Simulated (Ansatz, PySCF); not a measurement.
Breaking a bond: Si(H)3(Me), SMILES C[SiH3]. The C2–H8 bond (C2 also carries H, H, Si; H8 carries nothing else) is pulled apart rigidly from the PBE0/def2-TZVP optimised geometry.

Computed with: RKS-B3LYP/6-31G* = PySCF with restricted B3LYP/6-31G*, spherical d; UCCSD(T) = CCSD(T) on UHF/cc-pVDZ, frozen core (Ansatz, an electronic-structure program).

Energies relative to the lowest point of each curve near equilibrium, in kcal/mol:

```
R / Å  RKS-B3LYP/6-31G*
-----  ----------------
0.90               22.0
0.96                9.3
1.03                1.9
1.05                0.9
1.09                0.0
1.13                0.4
1.24                6.1
1.32               12.8
1.58               40.0
1.78               60.8
2.04               84.6
3.20              144.6
```

Problem. Estimate the UCCSD(T) values at these points.

Solution. 0.90: 24.9; 0.96: 10.9; 1.03: 2.5; 1.05: 1.3; 1.09: 0.0; 1.13: 0.1; 1.24: 5.2; 1.32: 11.8; 1.58: 38.4; 1.78: 58.6; 2.04: 80.2; 3.20: 110.4 (kcal/mol).

The restricted form behind RKS-B3LYP/6-31G* keeps the bonding electrons paired and can't separate into open-shell fragments. The unrestricted determinant behind UCCSD(T) is spin-contaminated at 1.78 to 3.20 Å (<S²> up to 1.0, against 0.00 for a pure singlet).
